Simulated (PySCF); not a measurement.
A species of formula C4H10 has this rotational fingerprint, computed with PySCF 2.14.0, PBE0-D3(BJ)/def2-SVP geometry optimisation, gas phase:

* Rotational constants: A = 23490, B = 3636, C = 3416 MHz
* Dipole components: |μa| = 0.00 D, |μb| = 0.00 D, |μc| = 0.00 D
* Inertial defect: -12.59 u·Å²
* κ: -0.98

Question: Which structure is it? (One computed conformer of each.)
A. `[CH3:1][CH2:2][CH2:3][CH3:4]` with C1–C2–C3–C4 180°
B. `CC(C)C`

Answer: A. It is CCCC, a near-prolate asymmetric top, point group C2h. The candidates at the same level (rigid rotor, commonest isotopes):

```tsv
SMILES	A (MHz)	B (MHz)	C (MHz)	μa (D)	μb (D)	μc (D)	Δ (u·Å²)	point group	rotor
CC(C)C	7809	7808	4527	0.00	0.00	0.09	-17.81	C3v	oblate symmetric top
CCCC	23490	3636	3416	0.00	0.00	0.00	-12.59	C2h	near-prolate asymmetric top
```

`CC(C)C` has B 115 % too high. No structure here is proved a minimum.
